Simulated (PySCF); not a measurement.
Molecule: Benzoquinone (O=C1C=CC(=O)C=C1, C₆H₄O₂).

Bonds (- single, = double, # triple, : aromatic): O1=C2 1.214 Å, C2-C3 1.483 Å, C3=C4 1.342 Å, C4-C5 1.483 Å, C5=O6 1.214 Å, C5-C7 1.484 Å, C7=C8 1.342 Å, C8-C2 1.483 Å. C3 carries H9; C4 carries H10; C7 carries H11; C8 carries H12.

Geometry PBE0-D3(BJ)/def2-SVP throughout; GIAO in PySCF, gas phase, one conformer, non-relativistic; equivalent atoms averaged; functional PBE0.

For orientation, 6-31G gives these absolute shieldings σ: O1/O6 -428.0, C2/C5 13.9, C3/C4/C7/C8 68.5, H9/H10/H11/H12 25.75 ppm.

A run gave: O1/O6 -418.8, C2/C5 -13.4, C3/C4/C7/C8 38.7, H9/H10/H11/H12 24.58 ppm (absolute shieldings σ).

Problem. Which basis set was used in that run?
A. cc-pVTZ
B. pcSseg-1
C. STO-3G
D. 6-31G*
E. IGLO-III

Solution. E. C2/C5 tells them apart best: IGLO-III gives -13.4, 6-31G* gives 14.7, STO-3G gives 100.3, cc-pVTZ gives -4.4, pcSseg-1 gives -7.2 ppm.
